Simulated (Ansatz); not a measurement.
**SiH₃O (doublet): from Hartree-Fock to the top rungs at distance O1–H3 along a hydrogen transfer = 0.960 Å, cc-pVDZ**

The task here is to estimate one member of a computed series from the others.

Program: Ansatz 0.2.0, Gaussian basis. Level of theory: cc-pVDZ, core rule «outside noble gas», up to 6 orbitals frozen. These are calculated values, not measurements.

To be run: UHF; CCSD(T) on ROHF; CCSD(T) on UHF; BCCD(T) on ROHF; CISD; CCSDT(Q) on ROHF; CCSDT(Q) on UHF; CASSCF and MRCISD+Q, 3 electrons in 3 orbitals; CASSCF and NEVPT2, 3 electrons in 3 orbitals.

8 further runs of the same task are left out: 1 for a mislabelled method, 7 that didn't finish.

**What is computed**

The geometry derives from fragments relaxed apart (PBE0/def2-TZVP) and kept rigid, so it is no stationary point. A hydrogen atom is moved between rigid fragments.

5 atoms, charge 0, spin multiplicity 2.

Atoms are counted from 1 here; the program's logs count them from 0.

Bond lengths: O1–H2 0.960 Å, O1–H3 0.960 Å, Si4–H5 1.532 Å. Angles: H2–O1–H3 105.1°.

Set-up of the first run:

in.yaml

```yaml
crystal:
  periodic: [false, false, false]
  atoms:
    - {symbol: O, position_ang: [-1.932003, 0.011831, 0.000000]}
    - {symbol: H, position_ang: [-2.181312, 0.938406, 0.000000]}
    - {symbol: H, position_ang: [-0.972474, 0.011831, 0.000000]}
    - {symbol: Si, position_ang: [1.157997, 0.011831, 0.000000]}
    - {symbol: H, position_ang: [1.554432, -1.467683, 0.000000]}
basis:
  gaussian: {orbitals: cc-pVDZ}
magnetization: {spin_polarized: true, initial_magnetization: 1}
hamiltonian: {xc: hf}
output: {orbitals: {seedname: orbitals}}
```

Command:

```console
$ ansatz run in.yaml --threads 1 --pin off --events-out ev --progress --plain --max-ram 2393MiB
```

Among the steps run: UHF; CCSD(T) on ROHF; CCSD(T) on UHF; BCCD(T) on ROHF; CISD; CCSDT(Q) on ROHF; CCSDT(Q) on UHF; CASSCF and MRCISD+Q, 3 electrons in 3 orbitals; CASSCF and NEVPT2, 3 electrons in 3 orbitals.

One table of the session follows, with a row left open; its other results are not shown here.

```
       method  from UCCSDT(Q) (kJ/mol)
         ROHF                   +829.8
          UHF                   +817.7
         RMP2                        ?
         UMP2                   +104.2
         CISD                    +89.3
        RCCSD                    +18.2
        UCCSD                    +17.9
     RCCSD(T)                     +3.6
     UCCSD(T)                     +3.5
      BCCD(T)                     +3.6
       RCCSDT                     +1.6
       UCCSDT                     +1.5
    RCCSDT(Q)                      0.0
    UCCSDT(Q)                        0
  CASSCF pair                   +775.1
  MRCISD pair                    +80.1
MRCISD+Q pair                     +9.7
```

Estimate the missing values for RMP2.

The run gave: from UCCSDT(Q) (kJ/mol): +102.7. In the column «from UCCSDT(Q) (kJ/mol)» it lies between CISD (+89.3) and UMP2 (+104.2).

Among the levels timed on like hardware and quicker than the yardstick, those that no quicker one beats, quickest first: CISD (2.4 s, +89.3 kJ/mol); MRCISD+Q pair (2.6 s, +9.7 kJ/mol); RCCSD(T) (2.9 s, +3.6 kJ/mol); UCCSD(T) (4 s, +3.5 kJ/mol).

Not comparable, so not listed: CASSCF and NEVPT2, 3 electrons in 3 orbitals (they don't share determinant, frozen orbitals or solution with the rows shown, or repeat one).

Caveats from the session: Restricted and unrestricted rows rest on different reference determinants; where their highest levels disagree by more than a few hundredths of an eV, they describe different states and don't form one ladder. Warnings in the runs' records: passed over end.
